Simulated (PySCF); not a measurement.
## Bond length, frequency and bond energy of BP⁻ by level of theory

State: ²Σ⁺ (doublet), unpaired electrons σ ↑. Set-up: PySCF, no relativity, basis sets B aug-pcseg-1, P aug-pcseg-1. De refers to B + P⁻ in their high-spin ground configurations, without counterpoise correction. The functionals are run spin-unrestricted. A positive dipole points towards P; it is taken about the centre of mass and depends on that origin.

```json
{"Level": "ROHF-MP2", "Re (Å)": "1.722", "ωe (cm⁻¹)": "1008", "De (eV)": "n/a", "μ (D)": "n/a"}
{"Level": "ROHF-SCS-MP2", "Re (Å)": "1.721", "ωe (cm⁻¹)": "1009", "De (eV)": "n/a", "μ (D)": "n/a"}
{"Level": "ROHF-CCSD", "Re (Å)": "1.713", "ωe (cm⁻¹)": "1042", "De (eV)": "n/a", "μ (D)": "n/a"}
{"Level": "ROHF-CCSD(T)", "Re (Å)": "1.725", "ωe (cm⁻¹)": "1006", "De (eV)": "n/a", "μ (D)": "n/a"}
{"Level": "PBE", "Re (Å)": "1.719", "ωe (cm⁻¹)": "1009", "De (eV)": "5.64", "μ (D)": "1.15"}
{"Level": "revPBE", "Re (Å)": "1.724", "ωe (cm⁻¹)": "1000", "De (eV)": "5.39", "μ (D)": "1.13"}
{"Level": "r²SCAN", "Re (Å)": "1.707", "ωe (cm⁻¹)": "1046", "De (eV)": "5.57", "μ (D)": "0.88"}
{"Level": "M06-L", "Re (Å)": "1.700", "ωe (cm⁻¹)": "1060", "De (eV)": "5.65", "μ (D)": "1.03"}
{"Level": "PBE0", "Re (Å)": "1.703", "ωe (cm⁻¹)": "1053", "De (eV)": "5.38", "μ (D)": "0.91"}
{"Level": "M06", "Re (Å)": "1.705", "ωe (cm⁻¹)": "1043", "De (eV)": "5.31", "μ (D)": "1.13"}
```

Problem. What does a quarter of exact exchange do here, going from PBE to PBE0?

Solution. PBE0 less PBE: -1.6 pm in Re, +4.4 % in ωe, -0.26 eV in De. Exact exchange removes part of the self-interaction that spreads semilocal densities, and in most molecules shortens and stiffens the bond and lowers De; so it does here.

Problem. What does the step from GGA to meta-GGA do here, going from PBE to r²SCAN?

Solution. r²SCAN less PBE: -1.2 pm in Re, +3.7 % in ωe, -0.07 eV in De. 

Problem. What does the triples do here, going from ROHF-CCSD to ROHF-CCSD(T)?

Solution. ROHF-CCSD(T) less ROHF-CCSD: +1.2 pm in Re, -3.5 % in ωe. Correlation nearly always deepens the well. The bond lengthens, as in strong covalent bonds, where excitations into antibonding orbitals dominate.

Correlated steps freeze 6 core orbitals. For an ion De counts to the pair picked by the measured ionisation energies or electron affinities, which need not be the lowest pair at this level. The highest Kohn–Sham level is positive in this anion. Much of that is self-interaction error, but it also means that the finite basis helps to hold the extra electron. The CCSD T1 diagnostic is raised, a sign that a single reference may not be enough here. The state is the lowest determinant that a PBE0 search found; another state may lie lower at other levels.

The whole job (state search and all levels along the bond) took about 1.5 min on 1 thread of Oxide Virtual Turin-like (shared host), peak memory 0.6 GiB.
